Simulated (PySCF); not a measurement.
# The electron affinity along the halogens

All values are computed (PySCF 2.14, energy differences of UHF-based or UKS calculations, no spin-orbit coupling). Values in eV. The last column holds reference values (measured affinities from photodetachment; the arrow runs from anion to atom). Unmarked ones compare directly (S terms, centres of terms, or small fine structure); those marked * lie between the lowest fine-structure levels and include a spin-orbit shift.

```json
{"element": "F (aug-cc-pVDZ-DK, spin-free X2C)", "configurations": "[Ne] → [He] 2s2 2p5", "CCSD (valence)": "3.118", "CCSD(T) (valence)": "3.217", "CCSDT (valence)": "3.220", "LDA": "4.129", "PBE": "3.675", "PBE0": "3.282", "reference": "3.401"}
{"element": "Cl (aug-cc-pVDZ-DK, spin-free X2C)", "configurations": "[Ar] → [Ne] 3s2 3p5", "CCSD (valence)": "3.367", "CCSD(T) (valence)": "3.417", "CCSDT (valence)": "3.416", "LDA": "3.951", "PBE": "3.688", "PBE0": "3.616", "reference": "3.613 *"}
{"element": "Br (aug-cc-pVDZ-DK, spin-free X2C)", "configurations": "[Kr] → [Ar] 3d10 4s2 4p5", "CCSD (valence)": "3.224", "CCSD(T) (valence)": "3.263", "CCSDT (valence)": "3.264", "LDA": "3.771", "PBE": "3.509", "PBE0": "3.472", "reference": "3.364 *"}
```

The highest occupied level of the anion is positive for F⁻ at LDA, PBE; Cl⁻ at LDA, PBE; Br⁻ at PBE, so there the basis helps to hold the electron.

"Valence" correlates the outer s and p shells and, in groups 3 to 12 and the f block, the outer d or f shell, open or full, or the next shell where the ion has no valence electron left; the wider scheme adds the next inner shell.
